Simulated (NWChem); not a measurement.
System: ethylene (C2H4); SMILES C=C

Here is an NWChem input.

```
start job
memory heap 200 mb stack 900 mb global 1100 mb
geometry units angstroms
  C      0.000000     0.665229     0.000000
  C      0.000000    -0.665229     0.000000
  H      0.931002     1.240614     0.000000
  H     -0.931002     1.240614     0.000000
  H     -0.931002    -1.240614     0.000000
  H      0.931002    -1.240614     0.000000
end
basis spherical
  C library 3-21g
  H library 3-21g
end
dft
  xc xpbe96 cpbe96
  iterations 150
end
driver
  maxiter 120
end
task dft optimize
task dft freq
```

Parts of the log:

```
             Northwest Computational Chemistry Package (NWChem) 7.3.0
             --------------------------------------------------------

 D2H symmetry detected

                             Geometry "geometry" -> ""
                             -------------------------

 Output coordinates in angstroms (scale by  1.889725989 to convert to a.u.)

  No.       Tag          Charge          X              Y              Z
 ---- ---------------- ---------- -------------- -------------- --------------
    1 C                    6.0000     0.00000000     0.66522900     0.00000000
    2 C                    6.0000     0.00000000    -0.66522900     0.00000000
    3 H                    1.0000     0.93100200     1.24061400     0.00000000
    4 H                    1.0000    -0.93100200     1.24061400     0.00000000
    5 H                    1.0000    -0.93100200    -1.24061400     0.00000000
    6 H                    1.0000     0.93100200    -1.24061400     0.00000000

 Effective nuclear repulsion energy (a.u.)      33.2465659495

      Symmetry information
      --------------------

 Group name             D2h
 Group number             26
 Group order               8
 No. of unique centers     2

                                Z-matrix (autoz)
                                --------

 Units are Angstrom for bonds and degrees for angles

      Type          Name      I     J     K     L     M      Value
      ----------- --------  ----- ----- ----- ----- ----- ----------
    1 Stretch                  1     2                       1.33046
    2 Stretch                  1     3                       1.09446
    3 Stretch                  1     4                       1.09446
    4 Stretch                  2     5                       1.09446
    5 Stretch                  2     6                       1.09446
    6 Bend                     1     2     5               121.71721
    7 Bend                     1     2     6               121.71721
    8 Bend                     2     1     3               121.71721
    9 Bend                     2     1     4               121.71721
   10 Bend                     3     1     4               116.56557
   11 Bend                     5     2     6               116.56557
   12 Torsion                  3     1     2     5         180.00000
   13 Torsion                  3     1     2     6           0.00000
   14 Torsion                  4     1     2     5          -0.00000
   15 Torsion                  4     1     2     6         180.00000

  pbe96 is a nonlocal functional; adding pw91lda local functional.

                           NWChem Geometry Optimization
                           ----------------------------

 maximum gradient threshold         (gmax) =   0.000450
 rms gradient threshold             (grms) =   0.000300
 maximum cartesian step threshold   (xmax) =   0.001800
 rms cartesian step threshold       (xrms) =   0.001200
 fixed trust radius                (trust) =   0.300000
 source of zmatrix                         =   autoz

          -------------------
          Energy Minimization
          -------------------

 Using diagonal initial Hessian
 Scaling for Hessian diagonals: bonds = 1.00  angles = 0.25  torsions = 0.10

          --------
          Step   0

                                 NWChem DFT Module
                                 -----------------

 Summary of "ao basis" -> "ao basis" (spherical)
 ------------------------------------------------------------------------------
       Tag                 Description            Shells   Functions and Types
 ---------------- ------------------------------  ------  ---------------------
 C                           3-21g                   5        9   3s2p
 H                           3-21g                   2        2   2s

      Symmetry analysis of basis
      --------------------------

        ag          7
        au          0
        b1g         4
        b1u         2
        b2g         0
        b2u         7
        b3g         2
        b3u         4

[...]

      ----------------------
      Optimization converged
      ----------------------

  Step       Energy      Delta E   Gmax     Grms     Xrms     Xmax
  ---- ---------------- -------- -------- -------- -------- --------
@    2     -78.04042041 -1.8D-08  0.00001  0.00000  0.00011  0.00017
                                     ok       ok       ok       ok

                                Z-matrix (autoz)
                                --------

 Units are Angstrom for bonds and degrees for angles

      Type          Name      I     J     K     L     M      Value     Gradient
      ----------- --------  ----- ----- ----- ----- ----- ---------- ----------
    1 Stretch                  1     2                       1.33881    0.00001
    2 Stretch                  1     3                       1.09485   -0.00000
    3 Stretch                  1     4                       1.09485   -0.00000
    4 Stretch                  2     5                       1.09485   -0.00000
    5 Stretch                  2     6                       1.09485   -0.00000
    6 Bend                     1     2     5               121.83086   -0.00000
    7 Bend                     1     2     6               121.83086   -0.00000
    8 Bend                     2     1     3               121.83086   -0.00000
    9 Bend                     2     1     4               121.83086   -0.00000
   10 Bend                     3     1     4               116.33827    0.00001
   11 Bend                     5     2     6               116.33827    0.00001
   12 Torsion                  3     1     2     5         180.00000    0.00000
   13 Torsion                  3     1     2     6           0.00000    0.00000
   14 Torsion                  4     1     2     5          -0.00000    0.00000
   15 Torsion                  4     1     2     6         180.00000    0.00000

                         Geometry "geometry" -> "geometry"
                         ---------------------------------

 Output coordinates in angstroms (scale by  1.889725989 to convert to a.u.)

  No.       Tag          Charge          X              Y              Z
 ---- ---------------- ---------- -------------- -------------- --------------
    1 C                    6.0000     0.00000000     0.66940745     0.00000000
    2 C                    6.0000     0.00000000    -0.66940745     0.00000000
    3 H                    1.0000     0.93019401     1.24684609     0.00000000
    4 H                    1.0000    -0.93019401     1.24684609     0.00000000
    5 H                    1.0000    -0.93019401    -1.24684609     0.00000000
    6 H                    1.0000     0.93019401    -1.24684609     0.00000000

 Effective nuclear repulsion energy (a.u.)      33.1250653390

      Symmetry information
      --------------------

 Group name             D2h
 Group number             26
 Group order               8
 No. of unique centers     2

[...]

 Rotational Constants
 --------------------
 A=   4.832901 cm-1  (  6.953311 K)
 B=   0.990369 cm-1  (  1.424888 K)
 C=   0.821936 cm-1  (  1.182556 K)

 Temperature                      =   298.15K
 frequency scaling parameter      =   1.0000

 Zero-Point correction to Energy  =   31.498 kcal/mol  (  0.050195 au)
 Thermal correction to Energy     =   33.410 kcal/mol  (  0.053243 au)
 Thermal correction to Enthalpy   =   34.003 kcal/mol  (  0.054187 au)

 Total Entropy                    =   52.359 cal/mol-K
   - Translational                =   35.911 cal/mol-K (mol. weight =  28.0313)
   - Rotational                   =   15.895 cal/mol-K (symmetry #  =        4)
   - Vibrational                  =    0.554 cal/mol-K

 Cv (constant volume heat capacity) =    8.153 cal/mol-K
   - Translational                  =    2.979 cal/mol-K
   - Rotational                     =    2.979 cal/mol-K
   - Vibrational                    =    2.194 cal/mol-K

[normal modes left out]

 ----------------------------------------------------------------------------
 Normal Eigenvalue ||           Projected Infra Red Intensities
  Mode   [cm**-1]  || [atomic units] [(debye/angs)**2] [(KM/mol)] [arbitrary]
 ------ ---------- || -------------- ----------------- ---------- -----------
    1       -0.000 ||    0.000000           0.000         0.000       0.000
    2       -0.000 ||    0.000000           0.000         0.000       0.000
    3       -0.000 ||    0.000000           0.000         0.000       0.000
    4       -0.000 ||    0.000000           0.000         0.000       0.000
    5        0.000 ||    0.000000           0.000         0.000       0.000
    6        0.000 ||    0.000000           0.000         0.000       0.000
    7      845.788 ||    0.003170           0.073         3.090       3.315
    8      944.257 ||    0.000000           0.000         0.000       0.000
    9      948.904 ||    0.119884           2.766       116.869     125.368
   10     1048.152 ||    0.000000           0.000         0.000       0.000
   11     1243.671 ||    0.000000           0.000         0.000       0.000
   12     1388.459 ||    0.000000           0.000         0.000       0.000
   13     1484.314 ||    0.008699           0.201         8.480       9.097
   14     1657.323 ||    0.000000           0.000         0.000       0.000
   15     3073.992 ||    0.013780           0.318        13.433      14.410
   16     3089.566 ||    0.000000           0.000         0.000       0.000
   17     3143.216 ||    0.000000           0.000         0.000       0.000
   18     3175.798 ||    0.026595           0.614        25.926      27.811
 ----------------------------------------------------------------------------
```

Level: PBE/3-21G.
